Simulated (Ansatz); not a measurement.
Results of PBE (plane waves, PAW; Ansatz, a quantum-chemistry and plane-wave program) for zinc-blende MgTe (metastable phase).

Settings: plane-wave cutoff 520 eV, 10×10×10 k mesh, Fermi–Dirac smearing 0.01 eV, scalar-relativistic PAW data made under PBE.

The cell is scaled about its equilibrium volume:

| V (Å³/atom) | P (GPa) | direct gap at Γ (eV) |
|---|---|---|
| 32.401 | 2.39 | 2.606 |
| 33.090 | 1.51 | 2.510 |
| 33.780 | 0.71 | 2.418 |
| 34.469 | 0.00 | 2.329 |
| 35.158 | -0.65 | 2.243 |
| 35.848 | -1.23 | 2.161 |
| 36.537 | -1.75 | 2.081 |

A straight line through the gaps at Γ against ln V gives a volume deformation potential dE_g(Γ)/d ln V of -4.4 eV: the gap at Γ widens under compression.

Measured, for comparison: band gap 3.67 eV (2 K, not corrected to a static lattice; as tabulated in arXiv:1206.3780).

Spin–orbit coupling is not included; with these elements it can move the gap by several tenths of an eV or more.
